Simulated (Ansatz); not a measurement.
Basis-set extrapolation for BCl, SMILES `[B]Cl` (PBE0-D4/def2-TZVP geometry, frozen core, Ansatz 0.2.0). Multiplicity 1, RHF reference.

```tsv
	def2-TZVPP	def2-QZVPP
HF	-484.148523	-484.161961
MP2 correlation	-0.259987	-0.283990
CCSD(T) correlation	-0.303758	-0.326988
```

Energies in hartree. Use E(X) = E(∞) + A·exp(−7.88·√X) for Hartree–Fock and E(X) = E(∞) + B·X^(−2.97) for correlation, with X = 3 and 4.

**Question.** What is the CCSD(T) energy at the basis-set limit?

**Answer.** HF limit: -484.161961 + (-0.013438) × 0.13774 = -484.16381. Correlation limit: -0.326988 + (-0.023230) × 0.74074 = -0.34420. Total: -484.50801 hartree, 146.3 kJ/mol below CCSD(T)/def2-TZVPP.
